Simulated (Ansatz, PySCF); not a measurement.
Gas-phase enthalpy of formation at 298 K, by the atomisation route, of C[SiH3] (SMILES; CH6Si, methylsilane). Geometries: B3LYP-D3(BJ)/def2-TZVP minima from Ansatz (a quantum-chemistry and plane-wave program). Correlated levels leave the core frozen unless marked. Open shells are spin-unrestricted. No spin-orbit coupling. No relativistic terms. CBS(X,Y): correlation extrapolated as X^-3; Hartree-Fock from the larger set. The bracket is a focal-point correction in the basis named. Thermal terms are rigid-rotor harmonic-oscillator values from B3LYP-D3(BJ) frequencies (PySCF) at 298.15 K and 1 atm. 1 Eh = 627.5095 kcal/mol.

| species | count | E, RI-MP2/CBS(def2-TZVPPD,def2-QZVPPD)+[CCSD(T)-MP2]/def2-TZVPPD (Ansatz) (Eh) | E, PBE/def2-TZVPD (Ansatz) (Eh) | measured ΔHf at 0 K (kcal/mol) | H(298) - H(0) of the element (kcal/mol) |
|---|---|---|---|---|---|
| C[SiH3] | 1 | -330.73694 | -331.00719 | - | - |
| C atom | 1 | -37.79171 | -37.79605 | 169.98 | 0.25 |
| H atom | 6 | -0.49998 | -0.49962 | 51.63 | 1.01 |
| Si atom | 1 | -288.94272 | -289.22297 | 106.60 | 0.76 |

Molecule: zero-point energy 38.20, H(298) - H(0) 3.22 kcal/mol. The route leaves out scalar relativity and anharmonic zero-point terms, the atoms' spin-orbit terms, and in the frozen-core level the core correlation. Atomic data: G2/97 table in ASE, which holds older values for B and Si.

Question: Work out De, D0 and ΔHf at 0 and 298 K at both levels, and their errors against the measured value.

Answer: 
The atoms' values sum to 586.36 (0 K) and 7.07 (thermal), in kcal/mol.
- RI-MP2/CBS(def2-TZVPPD,def2-QZVPPD)+[CCSD(T)-MP2]/def2-TZVPPD: De = 629.16; D0 = 629.16 - 38.20 = 590.96; ΔHf(0 K) = 586.36 - 590.96 = -4.60; ΔHf(298 K) = -4.60 + 3.22 - 7.07 = -8.45; error -1.4.
- PBE/def2-TZVPD: De = 621.52; D0 = 621.52 - 38.20 = 583.32; ΔHf(0 K) = 586.36 - 583.32 = 3.04; ΔHf(298 K) = 3.04 + 3.22 - 7.07 = -0.81; error +6.2.
Measured: -7.0 kcal/mol (G2/97 table in ASE (Curtiss et al.)). This is an older compilation, not checked against later work.
